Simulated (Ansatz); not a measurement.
# PH− (quartet): from Hartree-Fock to the top rungs at distance P1–H2 = 2.953 Å, 6-31++G**

Aim: climb from Hartree-Fock through coupled cluster and multireference methods for PH− (quartet) at one geometry and basis, and see what each rung misses.

Program: Ansatz 0.2.0, Gaussian basis. Level of theory: 6-31++G**, core rule «outside noble gas», up to 5 orbitals frozen. These are calculated values, not measurements.

Plan: UHF; CCSD(T) on ROHF; CCSD(T) on UHF; BCCD(T) on ROHF; CISD; CCSDT(Q) on ROHF; CCSDT(Q) on UHF; CASSCF and MRCISD+Q, 7 electrons in 5 orbitals; CASSCF and NEVPT2, 7 electrons in 5 orbitals; Full CI.

15 further runs of the same task are left out: 14 that didn't finish, 1 set aside as unsound or not needed.

### 1 The geometry

The geometry derives from a PBE0/def2-TZVPD stationary point (not a proven minimum). One bond is set to the value named and the two fragments are kept rigid.

2 atoms, charge -1, spin multiplicity 4.

Atoms are counted from 1 here; the program's logs count them from 0.

No contacts short enough for the rule that draws bonds.

As a file:

```xyz
2
charge -1, multiplicity 4
P     0.0000    0.0000    0.0000
H     0.0000    0.0000    2.9530
```

### 2 UHF

in.yaml reads:

```yaml
crystal:
  periodic: [false, false, false]
  atoms:
    - {symbol: P, position_ang: [0.000000, 0.000000, 0.000000]}
    - {symbol: H, position_ang: [0.000000, 0.000000, 2.953000]}
basis:
  gaussian: {orbitals: "6-31++G**"}
total_charge: -1
magnetization: {spin_polarized: true, initial_magnetization: 3}
hamiltonian: {xc: hf}
output: {orbitals: {seedname: orbitals}}
```

Command:

```
$ ansatz run in.yaml --threads 1 --pin off --events-out ev --progress --plain --max-ram 2393MiB
```

After this run come: CCSD(T) on ROHF; CCSD(T) on UHF; BCCD(T) on ROHF; CISD; CCSDT(Q) on ROHF; CCSDT(Q) on UHF; CASSCF and MRCISD+Q, 7 electrons in 5 orbitals; CASSCF and NEVPT2, 7 electrons in 5 orbitals; Full CI.

**Question.** What will the summary of the whole plan be? Wanted: FCI below the RHF energy; RMP2 from FCI; UMP2 from FCI; RCCSD from FCI; RCCSD(T) from FCI; UCCSD(T) from FCI; RCCSDT(Q) from FCI; UCCSDT(Q) from FCI; NEVPT2 valence from FCI.

The runs gave:

| quantity | value |
| --- | --- |
| FCI below the RHF energy | -2.9896 eV |
| RMP2 from FCI | +79.9 kJ/mol |
| UMP2 from FCI | +75.9 kJ/mol |
| RCCSD from FCI | +9.2 kJ/mol |
| RCCSD(T) from FCI | +2.5 kJ/mol |
| UCCSD(T) from FCI | +2.3 kJ/mol |
| RCCSDT(Q) from FCI | +0.1 kJ/mol |
| UCCSDT(Q) from FCI | 0.0 kJ/mol |
| NEVPT2 valence from FCI | +89.8 kJ/mol |
| MRCISD+Q valence from FCI | +7.9 kJ/mol |
| levels within 1 kcal/mol (43 meV) | RCCSD(T), UCCSD(T), BCCD(T), RCCSDT, UCCSDT, RCCSDT(Q), UCCSDT(Q) |
| T1 diagnostic | 0.064 |
| effectively unpaired electrons | 3.07 |

What this shows: RCCSD(T) lands +2.5 kJ/mol from the yardstick (0.9 % of the correlation energy). The occupations are near whole numbers, but T1 = 0.064 shows that the orbitals relax strongly. Of the multireference levels listed MRCISD+Q valence comes nearest in total energy (+7.9 kJ/mol), which doesn't show that its space is the better one. These misses are within one basis, not against nature; the frozen cores of restricted and unrestricted runs differ, which can shift their rows.
